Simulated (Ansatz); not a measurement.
# LiOs₂: from a trial structure to a relaxed crystal

Level of theory: Ansatz, DFT PBE, scalar-relativistic, plane waves, PAW. Cutoff 420 eV, Γ-centred k mesh, Gaussian smearing, no spin polarisation in the final step.

LiOs₂ was placed on the cubic Laves (C15) structure type (Fd-3m, No. 227), with Li in place of Mg, Os in place of Cu, at a guessed volume.

```
Li Os
1.0
     0.00000    3.39357    3.39357
     3.39357    0.00000    3.39357
     3.39357    3.39357    0.00000
Li Os
2 4
Cartesian
  0.0000 0.0000 0.0000
  1.6968 1.6968 1.6968
  4.2420 4.2420 4.2420
  4.2420 2.5452 2.5452
  2.5452 2.5452 4.2420
  2.5452 4.2420 2.5452
```

Cell and atoms relax at zero pressure; the relaxation can't lower the symmetry of the start. After a coarse first stage the cell is made exact in the group found at 0.06 Å.

The zero of energy is the elements' standard structures at the same level; no fitted shifts are applied.

**Question.** What does it relax into?

**Answer.** It keeps Fd-3m (No. 227). The result has the cubic Laves (C15) structure. Conventional cell: a = 7.269 Å. Li has 12 Os at 3.01 Å and 4 Li at 3.15 Å; Os is coordinated by 6 Os at 2.57 Å and 6 Li at 3.01 Å.

```xyz
6
Lattice="0.0000 3.6346 3.6346 3.6346 0.0000 3.6346 3.6346 3.6346 0.0000" Properties=species:S:1:pos:R:3 pbc="T T T"
Li    0.0000    0.0000    0.0000
Li    1.8173    1.8173    1.8173
Os    4.5433    4.5433    4.5433
Os    4.5433    2.7260    2.7260
Os    2.7260    2.7260    4.5433
Os    2.7260    4.5433    2.7260
```

**Question.** What are its volume, energy, density and gap?

**Answer.** The volume per atom is 16.01 Å³ and the density is 13.40 g/cm³. The energy over the elements is 0.55 eV/atom and the gap on the 10×10×10 mesh is 0 eV (a metal).

The final run used a 10×10×10 mesh on its 6-atom cell and 0.10 eV smearing. The k mesh leaves about 4 meV/atom of noise in metals. Spin–orbit coupling is left out. A structure relaxed within its symmetry needn't be a true minimum. The steps took roughly 50 core-seconds in all.

Cost: 3 runs of about 0.81 core-minutes in all, on Arm Neoverse V2 (shared hosts).